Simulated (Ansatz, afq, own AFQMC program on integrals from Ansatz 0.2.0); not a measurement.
**GeHO, doublet in cc-pVDZ, levels against CCSDT(Q)**

```xyz
3

Ge    0.0000    0.0156    0.3758
O     0.0000   -0.1167   -1.5777
H     0.0000    0.7275   -2.0385
```

Connectivity, by distances: Ge–OH.

Basis cc-pVDZ. Noble-gas cores (and the filled d shells of Ga–Kr and In–Xe) are frozen. Ansatz 0.2.0 and our own AFQMC program on the same integrals; the CISD trial comes from CCSD amplitudes, and released means the phaseless constraint is let go. Free AFQMC starts from the CCSD state and is never constrained. Its projection time is finite, and what remains of the start isn't in its error. ± is one standard error of the sampling. No spin–orbit coupling.

Determinant: UHF, the one that the program's search chose, which needn't be the lowest solution. The geometry is a point of a scan.

No full CI on the walks' own integrals is used here; CCSDT(Q) serves as the reference and is uncertain by about the last step of the cluster series.

Cautions: no relativity below Rb; no spin-orbit coupling; inner d shell frozen.

```
T1 diagnostic                               : 0.0283
weight of the determinant in the CISD state : 0.881
⟨S²⟩ of the determinant                     : 0.764
size of the correlated space                : 11 electrons in 31 orbitals
```

| level | correlation energy (eV) |
| --- | --- |
| MP2 | -6.9110 |
| CCSD | -7.3579 |
| CCSD(T) | -7.5747 |

(1) Estimate where phaseless AFQMC with a CISD trial lies against CCSD(T) on the same integrals.

(1) 4.2 ± 2.0 kJ/mol below CCSD(T).

Reference: CCSDT(Q), correlation energy -7.628 eV. The released energy is read at 2.40 1/Eh (meV from the phaseless value at times in 1/Eh: -18 ± 25 at 0.24, -9 ± 19 at 0.51, 2 ± 22 at 0.99, -2 ± 23 at 1.62, -32 ± 31 at 2.40).

```json
{"level": "CCSD(T)", "E − E(reference) (kJ/mol)": "5.2", "share of correlation (%)": "99.30"}
{"level": "CCSDT", "E − E(reference) (kJ/mol)": "3.1", "share of correlation (%)": "99.58"}
{"level": "ph-AFQMC/HF", "E − E(reference) (kJ/mol)": "-11.3 ± 7.3", "share of correlation (%)": "101.54"}
{"level": "ph-AFQMC/CISD", "E − E(reference) (kJ/mol)": "1.0 ± 2.0", "share of correlation (%)": "99.87"}
{"level": "released AFQMC", "E − E(reference) (kJ/mol)": "-2.1 ± 3.0", "share of correlation (%)": "100.29"}
{"level": "free AFQMC", "E − E(reference) (kJ/mol)": "-0.2 ± 2.0", "share of correlation (%)": "100.03"}
```

Free projections are given only where their last times agree within the noise and don't stop above the reference; a slow remainder of the start can still hide under it. A walk keeps the symmetry of its determinant, which the program's search chose and which needn't be the lowest solution, so a lower state of the same spin and another symmetry isn't excluded. Released energies are given only where the last usable release times agree within the noise; a slower fall can still hide under it.
